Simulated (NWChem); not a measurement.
The numbers come from NWChem runs, not from measurements. System: C₂H₄, charge 0, spin multiplicity 1, displaced from the optimised geometry. Level: PBE/cc-pVDZ, spin-restricted.

NWChem printed:

```
             Northwest Computational Chemistry Package (NWChem) 7.3.0
             --------------------------------------------------------

                                NWChem Input Module
                                -------------------

 Scaling coordinates for geometry "geometry" by  1.889725989
 (inverse scale =  0.529177249)

                             Geometry "geometry" -> ""
                             -------------------------

 Output coordinates in angstroms (scale by  1.889725989 to convert to a.u.)

  No.       Tag          Charge          X              Y              Z
 ---- ---------------- ---------- -------------- -------------- --------------
    1 C                    6.0000     0.00000000     0.00000000     0.67028100
    2 C                    6.0000     0.00000000     0.00000000    -0.67028100
    3 H                    1.0000     0.93744900     0.00000000     1.25073800
    4 H                    1.0000    -0.93744900     0.00000000     1.25073800
    5 H                    1.0000    -1.17181100     0.00000000    -1.39585200
    6 H                    1.0000     0.93744900     0.00000000    -1.25073800

 Effective nuclear repulsion energy (a.u.)      32.2149260952

            Nuclear Dipole moment (a.u.)
            ----------------------------
        X                 Y               Z
 ---------------- ---------------- ----------------
    -0.4428799621     0.0000000000    -0.2742256971


 Summary of "ao basis" -> "" (spherical)
 ------------------------------------------------------------------------------
       Tag                 Description            Shells   Functions and Types
 ---------------- ------------------------------  ------  ---------------------
 *                          cc-pvdz                   on all atoms

  pbe96 is a nonlocal functional; adding pw91lda local functional.

                                 NWChem DFT Module
                                 -----------------

 Summary of "ao basis" -> "ao basis" (spherical)
 ------------------------------------------------------------------------------
       Tag                 Description            Shells   Functions and Types
 ---------------- ------------------------------  ------  ---------------------
 C                          cc-pvdz                  6       14   3s2p1d
 H                          cc-pvdz                  3        5   2s1p

 Summary of "ao basis" -> "ao basis" (spherical)
[...]
  ----- ------------  ---------------      ----- ------------  ---------------
    20     -0.401565  2 C  pz                 6      0.376012  1 C  pz
    34      0.238164  4 H  s                 44      0.189100  6 H  s
    39      0.153540  5 H  s                 23     -0.136067  2 C  pz
     4     -0.126456  1 C  px                 9      0.124129  1 C  pz
    35      0.113990  4 H  s                 45      0.095199  6 H  s

 Vector    7  Occ=2.000000D+00  E=-2.926515D-01
              MO Center= -2.5D-01,  2.5D-11, -3.6D-01, r^2= 2.6D+00
   Bfn.  Coefficient  Atom+Function         Bfn.  Coefficient  Atom+Function
  ----- ------------  ---------------      ----- ------------  ---------------
    39     -0.324218  5 H  s                 18      0.314981  2 C  px
     4     -0.245769  1 C  px                29     -0.238493  3 H  s
    44      0.233115  6 H  s                 40     -0.220909  5 H  s
    34      0.216515  4 H  s                 30     -0.160419  3 H  s
    45      0.144569  6 H  s                 35      0.137569  4 H  s

 Vector    8  Occ=2.000000D+00  E=-2.413353D-01
              MO Center=  3.2D-03,  1.4D-10,  6.5D-03, r^2= 1.4D+00
   Bfn.  Coefficient  Atom+Function         Bfn.  Coefficient  Atom+Function
  ----- ------------  ---------------      ----- ------------  ---------------
     5      0.416635  1 C  py                19      0.416989  2 C  py
     8      0.269912  1 C  py                22      0.264831  2 C  py

 Vector    9  Occ=0.000000D+00  E=-2.713909D-02
              MO Center=  4.0D-03, -7.8D-11, -1.9D-03, r^2= 1.9D+00
   Bfn.  Coefficient  Atom+Function         Bfn.  Coefficient  Atom+Function
  ----- ------------  ---------------      ----- ------------  ---------------
     8      0.593225  1 C  py                22     -0.593797  2 C  py
    19     -0.450934  2 C  py                 5      0.443190  1 C  py
    11      0.030813  1 C  d -1              25      0.028693  2 C  d -1

 Vector   10  Occ=0.000000D+00  E= 1.515131D-02
              MO Center= -9.2D-01,  9.3D-11, -1.1D+00, r^2= 2.9D+00
   Bfn.  Coefficient  Atom+Function         Bfn.  Coefficient  Atom+Function
  ----- ------------  ---------------      ----- ------------  ---------------
    40      1.142179  5 H  s                 17     -1.005996  2 C  s
    35      0.440115  4 H  s                 21      0.391466  2 C  px
    23      0.378330  2 C  pz                45      0.299776  6 H  s
    18      0.275080  2 C  px                39      0.269215  5 H  s
    20      0.214297  2 C  pz                 3     -0.203290  1 C  s

 Vector   11  Occ=0.000000D+00  E= 6.607037D-02
              MO Center=  9.7D-01, -4.6D-11,  5.5D-01, r^2= 4.1D+00
   Bfn.  Coefficient  Atom+Function         Bfn.  Coefficient  Atom+Function
  ----- ------------  ---------------      ----- ------------  ---------------
    30     -1.433190  3 H  s                  3      1.348695  1 C  s
    45     -0.970618  6 H  s                 17      0.569067  2 C  s
     9      0.437692  1 C  pz                21      0.399859  2 C  px
    35     -0.399992  4 H  s                  7      0.319585  1 C  px
    23     -0.285570  2 C  pz                40      0.207103  5 H  s

 center of mass
 --------------
 x =  -0.01592311 y =   0.00000000 z =  -0.00985939

 moments of inertia (a.u.)
 ------------------
          62.405364895065           0.000000000000          -1.662557694805
           0.000000000000          76.828742198552           0.000000000000
          -1.662557694805           0.000000000000          14.423377303487

     Multipole analysis of the density
     ---------------------------------

     L   x y z        total         alpha         beta         nuclear
     -   - - -        -----         -----         ----         -------
     0   0 0 0     -0.000000     -8.000000     -8.000000     16.000000

     1   1 0 0      0.060592      0.251736      0.251736     -0.442880
     1   0 1 0     -0.000000     -0.000000     -0.000000      0.000000
     1   0 0 1      0.056242      0.165234      0.165234     -0.274226

     2   2 0 0     -9.156284    -11.737363    -11.737363     14.318443
     2   1 1 0      0.000000      0.000000      0.000000      0.000000
     2   1 0 1     -0.054084     -0.854050     -0.854050      1.654016
     2   0 2 0    -11.498525     -5.749263     -5.749263      0.000000
     2   0 1 1      0.000000      0.000000      0.000000      0.000000
     2   0 0 2     -9.253748    -26.111752    -26.111752     42.969756

 Task  times  cpu:        1.4s     wall:        1.4s

 Total times  cpu:        1.4s     wall:        1.4s
```

### Question
Write an NWChem input that would produce this output.

### Answer
This is not unique; one that fits is 
```
start mol
memory heap 200 mb stack 900 mb global 1100 mb
geometry units angstroms nocenter noautoz noautosym
  C      0.000000     0.000000     0.670281
  C      0.000000     0.000000    -0.670281
  H      0.937449     0.000000     1.250738
  H     -0.937449     0.000000     1.250738
  H     -1.171811     0.000000    -1.395852
  H      0.937449     0.000000    -1.250738
end
basis spherical
  * library cc-pvdz
end
dft
  xc xpbe96 cpbe96
  semidirect memsize 60000000 filesize 0
  iterations 100
end
task dft energy
```
